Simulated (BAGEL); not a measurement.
**One shape, several levels: BN2H5 (SMILES NBN)**

Wanted: a comparison of 4 runs (B3LYP/6-31G*, B3LYP/6-311+G**, PBE0/6-311+G**, RI-MP2/6-311+G**) of BN2H5. 

Program for the calculation: BAGEL 1.2.2.

4 further runs of the same task are left out: 4 set aside as unsound or not needed. Runs told in other sessions of the task aren't counted.

### 1 Starting point

BN2H5 has 8 atoms, charge 0, and is taken as a singlet. SMILES: `NBN`. Geometry: relaxed at PBE0-D4/def2-TZVP.

Bond lengths: N1–B2 1.409 Å, B2–N3 1.409 Å, N1–H4 1.005 Å, N1–H5 1.002 Å, B2–H6 1.200 Å, N3–H7 1.003 Å, N3–H8 1.005 Å. Angles: N1–B2–N3 122.9°, N1–B2–H6 118.5°, N3–B2–H6 118.5°, B2–N1–H4 124.5°, B2–N1–H5 121.9°, B2–N3–H7 121.9°, B2–N3–H8 124.5°, H4–N1–H5 113.6°, H7–N3–H8 113.6°.

### 2 The energy at B3LYP/6-31G(d) (density fitting with qzvpp-jkfit, spherical functions) (run 1)

Contents of calc.json:

```json
{ "bagel" : [

{
  "title" : "molecule",
  "basis" : "6-31gs.json",
  "df_basis" : "qzvpp-jkfit",
  "angstrom" : true,
  "geometry" : [
    { "atom" : "N", "xyz" : [      -0.971000,       0.516500,      -0.581100 ] },
    { "atom" : "B", "xyz" : [       0.194200,       0.386600,       0.200500 ] },
    { "atom" : "N", "xyz" : [       0.848200,      -0.845200,       0.401400 ] },
    { "atom" : "H", "xyz" : [      -1.426800,      -0.244500,      -1.053400 ] },
    { "atom" : "H", "xyz" : [      -1.423900,       1.400900,      -0.713700 ] },
    { "atom" : "H", "xyz" : [       0.649700,       1.368600,       0.718000 ] },
    { "atom" : "H", "xyz" : [       1.676700,      -0.919800,       0.960900 ] },
    { "atom" : "H", "xyz" : [       0.545000,      -1.720300,       0.011600 ] }
  ]
},

{ "title" : "ks", "xc_func" : "b3lyp" },

{ "title" : "print", "file" : "orbitals.molden", "orbitals" : true }

]}
```

The basis set 6-31G* is read from a file made from the Basis Set Exchange's data (not shown).

Started as:

```bash
$ BAGEL_NUM_THREADS=1 BAGEL calc.json > calc.out
```

What it wrote:

```text
* using 1 threads per process

  ===============================================================
  ===============================================================

  *** Geometry ***

  { "atom" : "N", "xyz" : [     -1.834924,      0.976044,     -1.098120 ] },
  { "atom" : "B", "xyz" : [      0.366985,      0.730568,      0.378890 ] },
  { "atom" : "N", "xyz" : [      1.602866,     -1.597197,      0.758536 ] },
  { "atom" : "H", "xyz" : [     -2.696261,     -0.462038,     -1.990638 ] },
  { "atom" : "H", "xyz" : [     -2.690781,      2.647317,     -1.348698 ] },
  { "atom" : "H", "xyz" : [      1.227755,      2.586279,      1.356823 ] },
  { "atom" : "H", "xyz" : [      3.168504,     -1.738170,      1.815838 ] },
  { "atom" : "H", "xyz" : [      1.029901,     -3.250896,      0.021921 ] },

  Number of auxiliary basis functions:      319

  Since a DF basis is specified, we compute 2- and 3-index integrals:
    o Being stored without compression. Storage requirement is 0.007 GB

  Number of basis functions:       52
  Number of electrons      :       24

    * METHOD: MOLECULE                             0.08

  *** Kohn-Sham DFT ***

    * Removing 13685 points whose weight is below 1.00e-10
    * Grid points: 105563

  === Nuclear Repulsion ===
    68.8525948158

       - DIIS with orbital gradients will be used.

  === KS iteration (b3lyp / 6-31gs.json) ===
      0       -120.58304368          0.15677885           0.19
      1       -118.61835412          0.16949233           0.18
      2       -125.49517072          0.17027472           0.18
      3       -137.00730527          0.04349029           0.18
      4       -137.32940549          0.02416769           0.18
      5       -137.40008231          0.01467039           0.18
      6       -137.42011483          0.00950527           0.18
      7       -137.43580668          0.00126307           0.18
      8       -137.43609386          0.00026731           0.18
      9       -137.43610656          0.00003493           0.18
     10       -137.43610677          0.00000939           0.18
     11       -137.43610678          0.00000619           0.18
     12       -137.43610679          0.00000055           0.18
     13       -137.43610679          0.00000015           0.18
     14       -137.43610679          0.00000003           0.18
     15       -137.43610679          0.00000000           0.18
    * SCF iteration converged.

    * Permanent dipole moment:
           (    0.222702,     0.480034,     0.252791) a.u.

    * METHOD: KS                                   3.33

    * METHOD: PRINT                                0.01

  ===============================================================
```

Wall time 3.6 s (1 thread of Arm Neoverse V1, shared host); peak memory 0.26 GiB.

### 3 The energy at B3LYP/6-311+G(d,p) (density fitting with qzvpp-jkfit) (run 2)

Contents of input.json:

```json
{ "bagel" : [

{
  "title" : "molecule",
  "basis" : "6-311+gss.json",
  "df_basis" : "qzvpp-jkfit",
  "angstrom" : true,
  "geometry" : [
    { "atom" : "N", "xyz" : [      -0.971000,       0.516500,      -0.581100 ] },
    { "atom" : "B", "xyz" : [       0.194200,       0.386600,       0.200500 ] },
    { "atom" : "N", "xyz" : [       0.848200,      -0.845200,       0.401400 ] },
    { "atom" : "H", "xyz" : [      -1.426800,      -0.244500,      -1.053400 ] },
    { "atom" : "H", "xyz" : [      -1.423900,       1.400900,      -0.713700 ] },
    { "atom" : "H", "xyz" : [       0.649700,       1.368600,       0.718000 ] },
    { "atom" : "H", "xyz" : [       1.676700,      -0.919800,       0.960900 ] },
    { "atom" : "H", "xyz" : [       0.545000,      -1.720300,       0.011600 ] }
  ]
},

{ "title" : "ks", "xc_func" : "b3lyp" },

{ "title" : "print", "file" : "orbitals.molden", "orbitals" : true }

]}
```

The basis set 6-311+G** is read from a file made from the Basis Set Exchange's data (not shown).

Started as:

```bash
$ BAGEL_NUM_THREADS=1 BAGEL input.json > input.out
```

What it wrote:

```text
* using 1 threads per process

  ===============================================================
  ===============================================================

  *** Geometry ***

  { "atom" : "N", "xyz" : [     -1.834924,      0.976044,     -1.098120 ] },
  { "atom" : "B", "xyz" : [      0.366985,      0.730568,      0.378890 ] },
  { "atom" : "N", "xyz" : [      1.602866,     -1.597197,      0.758536 ] },
  { "atom" : "H", "xyz" : [     -2.696261,     -0.462038,     -1.990638 ] },
  { "atom" : "H", "xyz" : [     -2.690781,      2.647317,     -1.348698 ] },
  { "atom" : "H", "xyz" : [      1.227755,      2.586279,      1.356823 ] },
  { "atom" : "H", "xyz" : [      3.168504,     -1.738170,      1.815838 ] },
  { "atom" : "H", "xyz" : [      1.029901,     -3.250896,      0.021921 ] },

  Number of auxiliary basis functions:      319

  Since a DF basis is specified, we compute 2- and 3-index integrals:
    o Being stored without compression. Storage requirement is 0.024 GB

  Number of basis functions:       96
  Number of electrons      :       24

    * METHOD: MOLECULE                             0.14

  *** Kohn-Sham DFT ***

    * Removing 13685 points whose weight is below 1.00e-10
    * Grid points: 105563

  === Nuclear Repulsion ===
    68.8525948158

       - DIIS with orbital gradients will be used.

  === KS iteration (b3lyp / 6-311+gss.json) ===
      0       -106.72868608          0.22247048           0.34
      1       -109.03799883          0.15353702           0.33
      2       -121.59299692          0.18849281           0.35
      3       -135.70279947          0.07565207           0.37
      4       -136.47862579          0.06661276           0.32
      5       -136.75091024          0.05621737           0.32
      6       -137.29760187          0.02995382           0.32
      7       -137.50093198          0.00207695           0.31
      8       -137.50195942          0.00055794           0.32
      9       -137.50202123          0.00016447           0.32
     10       -137.50202815          0.00003436           0.32
     11       -137.50202832          0.00002001           0.32
     12       -137.50202841          0.00000375           0.31
     13       -137.50202841          0.00000045           0.31
     14       -137.50202841          0.00000008           0.32
     15       -137.50202841          0.00000003           0.31
     16       -137.50202841          0.00000001           0.31
     17       -137.50202841          0.00000000           0.32
    * SCF iteration converged.

    * Permanent dipole moment:
           (    0.199755,     0.430605,     0.226747) a.u.

    * METHOD: KS                                   6.41

    * METHOD: PRINT                                0.02

  ===============================================================
```

Run time: 6.9 s. Hardware: 1 thread of Arm Neoverse V1, shared host; peak memory 0.45 GiB.

Run 3 isn't shown in full; the table further down has it.

### 4 A single-point energy at RI-MP2/6-311+G(d,p) (density fitting with qzvpp-jkfit) (run 4)

Contents of calc.json:

```json
{ "bagel": [

{
  "title": "molecule",
  "basis": "6-311+gss.json",
  "df_basis": "qzvpp-jkfit",
  "angstrom": true,
  "geometry": [
    { "atom": "N", "xyz": [   -0.971000,    0.516500,   -0.581100 ] },
    { "atom": "B", "xyz": [    0.194200,    0.386600,    0.200500 ] },
    { "atom": "N", "xyz": [    0.848200,   -0.845200,    0.401400 ] },
    { "atom": "H", "xyz": [   -1.426800,   -0.244500,   -1.053400 ] },
    { "atom": "H", "xyz": [   -1.423900,    1.400900,   -0.713700 ] },
    { "atom": "H", "xyz": [    0.649700,    1.368600,    0.718000 ] },
    { "atom": "H", "xyz": [    1.676700,   -0.919800,    0.960900 ] },
    { "atom": "H", "xyz": [    0.545000,   -1.720300,    0.011600 ] }
  ]
},
{
  "title": "hf"
},
{
  "title": "mp2",
  "ncore": 3
}

]}
```

The basis set 6-311+G** is read from a file made from the Basis Set Exchange's data (not shown).

Started as:

```bash
$ BAGEL_NUM_THREADS=1 BAGEL calc.json > calc.out
```

What it wrote:

```text
* using 1 threads per process

  ===============================================================
  ===============================================================

  *** Geometry ***

  { "atom" : "N", "xyz" : [     -1.834924,      0.976044,     -1.098120 ] },
  { "atom" : "B", "xyz" : [      0.366985,      0.730568,      0.378890 ] },
  { "atom" : "N", "xyz" : [      1.602866,     -1.597197,      0.758536 ] },
  { "atom" : "H", "xyz" : [     -2.696261,     -0.462038,     -1.990638 ] },
  { "atom" : "H", "xyz" : [     -2.690781,      2.647317,     -1.348698 ] },
  { "atom" : "H", "xyz" : [      1.227755,      2.586279,      1.356823 ] },
  { "atom" : "H", "xyz" : [      3.168504,     -1.738170,      1.815838 ] },
  { "atom" : "H", "xyz" : [      1.029901,     -3.250896,      0.021921 ] },

  Number of auxiliary basis functions:      319

  Since a DF basis is specified, we compute 2- and 3-index integrals:
    o Being stored without compression. Storage requirement is 0.024 GB

  Number of basis functions:       96
  Number of electrons      :       24

    * METHOD: MOLECULE                             0.12

  *** RHF ***

  === Nuclear Repulsion ===
    68.8525948158

      * DIIS with orbital gradients will be used.

  === RHF iteration (6-311+gss.json) ===
      0       -136.23893305          0.03898045           0.03
      1       -136.50259161          0.02330331           0.03
      2       -136.62061965          0.00191328           0.03
      3       -136.62226270          0.00020655           0.03
      4       -136.62228454          0.00005210           0.03
      5       -136.62228576          0.00001315           0.03
      6       -136.62228585          0.00000337           0.03
      7       -136.62228586          0.00000085           0.03
      8       -136.62228586          0.00000024           0.03
      9       -136.62228586          0.00000007           0.03
     10       -136.62228586          0.00000003           0.03
     11       -136.62228586          0.00000001           0.03
    * SCF iteration converged.

    * Permanent dipole moment:
           (    0.182296,     0.392947,     0.206904) a.u.

    * METHOD: HF                                   0.46

  *** RHF ***

  === Nuclear Repulsion ===
    68.8525948158

      * DIIS with orbital gradients will be used.

  === RHF iteration (6-311+gss.json) ===
      0       -136.62228586          0.00000000           0.03
    * SCF iteration converged.

    * Permanent dipole moment:
           (    0.182296,     0.392947,     0.206904) a.u.

  === DF-MP2 calculation ===

    * freezing 3 orbitals
    * 3-index integral transformation done
    * assembly done

      MP2 correlation energy:   -0.4604758270      0.03

      MP2 total energy:       -137.0827616836

    * METHOD: MP2                                  0.10

  ===============================================================
```

It took 0.83 s on 1 thread of Arm Neoverse V1, shared host.

### 5 The series

```csv
run,level,frozen core orbitals,energy (Eh),dipole moment (D),HOMO energy (eV),LUMO energy (eV),wall time
1,"B3LYP/6-31G* (density fitting with qzvpp-jkfit, spherical functions)",–,-137.436107,1.49,-6.11,2.44,3.6 s
2,B3LYP/6-311+G** (density fitting with qzvpp-jkfit),–,-137.502028,1.34,-6.69,-0.13,6.9 s
3,PBE0/6-311+G** (density fitting with qzvpp-jkfit),–,-137.322876,1.35,-6.92,0.15,6 s
4,RI-MP2/6-311+G** (density fitting with qzvpp-jkfit),3,-137.082762,–,–,–,0.83 s
```

### 6 What came out

| quantity | value |
| --- | --- |
| run 4: total energy | -137.08276 Eh |
| run 4: correlation energy (3 core orbitals frozen) | -460.5 mEh |

Over runs 1, 2, 3 the dipole moment (its size) runs from 1.34 D (B3LYP/6-311+G**) to 1.49 D (B3LYP/6-31G*). Over runs 1, 2, 3 the HOMO–LUMO gap runs from 6.56 eV (B3LYP/6-311+G**) to 8.55 eV (B3LYP/6-31G*). Totals of different functionals can't be ranked against each other. All runs together took 17 s, the longest 6.9 s.
